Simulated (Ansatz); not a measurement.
Reaction (SMILES): F[CH]F → [CH-](F)F (an electron is taken up)
B3LYP-D3(BJ)/def2-TZVP geometries, fixed; electronic energies without zero-point terms; positive where energy is released.
Largest species:
```
C
F 1 1.3294
F 1 1.3294 2 111.26
H 1 1.0891 2 114.16 3 -130.99
```
Charge 0, spin multiplicity 2.

Effect of the final integration grid (spheres per factor e of radius in core and valence, angular degree) at PBE0/def2-TZVPP with Ansatz (a quantum-chemistry and plane-wave program), against the last row, where the adiabatic electron affinity is 0.20 eV. Open shells are unrestricted. The default's grid is 13, 11, 36.

| setting | largest shift of a total energy (mEh) | shift of the adiabatic electron affinity (eV) |
|---|---|---|
| accuracy: medium (default) | 0.000 | 0.000 |
| final_grid: 4, 3, 11 | 2.284 | -0.080 |
| final_grid: 6, 5, 17 | -0.123 | 0.003 |
| final_grid: 8, 7, 23 | 0.010 | 0.000 |
| final_grid: 10, 9, 29 | 0.007 | 0.000 |
| final_grid: 18, 15, 47 | 0.000 | 0.000 |
| final_grid: 26, 22, 59 | 0.000 | 0.000 |

Within 0.01 eV in the adiabatic electron affinity: accuracy: medium (default); final_grid: 6, 5, 17; final_grid: 8, 7, 23; final_grid: 10, 9, 29; final_grid: 18, 15, 47. The largest shift is 2.284 mEh in a total energy and 0.080 eV in the difference.
